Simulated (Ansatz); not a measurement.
Molecule (SMILES): F[CH2] (CH2-F), doublet.
Atoms: C1, F2, H3, H4. Bonds: C1-F2, C1-H3, C1-H4.

Basis-set convergence of the optimised C1-H3 bond length at MP2 with Ansatz (an electronic-structure program). The reference of a correlated method is not its basis-set limit, which lies further on. Cartesian d functions, on some or all atoms, in 6-31G*, 6-31+G*; all else is spherical. Cores are frozen. Open shells are unrestricted. No added dispersion term, no relativity. Reference: the value in def2-QZVPPD, 1.0748 Å, itself unsure by roughly 0.0006 Å (its mean distance from pcseg-3, def2-QZVPP, cc-pVQZ). Deviations are taken from unrounded values.

```
basis        functions  optimised C1-H3 bond length (Å)
-----------  ---------  -------------------------------
6-31G*              34                           1.0818
6-31+G*             42                           1.0810
cc-pVDZ             38                           1.0923
aug-cc-pVDZ         64                           1.0893
def2-SVP            38                           1.0899
def2-SVPD           59                           1.0875
pcseg-1             38                           1.0832
aug-pcseg-1         64                           1.0834
6-311G**            48                           1.0814
6-311+G**           56                           1.0811
def2-TZVP           74                           1.0786
def2-TZVPD          95                           1.0788
cc-pVTZ             88                           1.0762
aug-cc-pVTZ        138                           1.0765
pcseg-2             88                           1.0746
aug-pcseg-2        138                           1.0748
def2-TZVPP          90                           1.0757
def2-TZVPPD        111                           1.0759
def2-QZVPP         174                           1.0748
def2-QZVPPD        195                           1.0748
```

What the diffuse functions change, pair by pair:
- 6-31G* to 6-31+G*: 8 more functions, deviation 0.0070 to 0.0062 Å
- cc-pVDZ to aug-cc-pVDZ: 26 more functions, deviation 0.0175 to 0.0145 Å
- def2-SVP to def2-SVPD: 21 more functions, deviation 0.0151 to 0.0127 Å
- pcseg-1 to aug-pcseg-1: 26 more functions, deviation 0.0083 to 0.0086 Å
- 6-311G** to 6-311+G**: 8 more functions, deviation 0.0066 to 0.0063 Å
- def2-TZVP to def2-TZVPD: 21 more functions, deviation 0.0038 to 0.0040 Å
- cc-pVTZ to aug-cc-pVTZ: 50 more functions, deviation 0.0014 to 0.0017 Å
- pcseg-2 to aug-pcseg-2: 50 more functions, deviation -0.0002 to 0.0000 Å
- def2-TZVPP to def2-TZVPPD: 21 more functions, deviation 0.0009 to 0.0011 Å
- def2-QZVPP to def2-QZVPPD: 21 more functions, deviation 0.0000 to 0.0000 Å

Leaving out the reference's own pair, they bring the value nearer the reference by more than 0.0006 Å in 3 of 9 pairs.
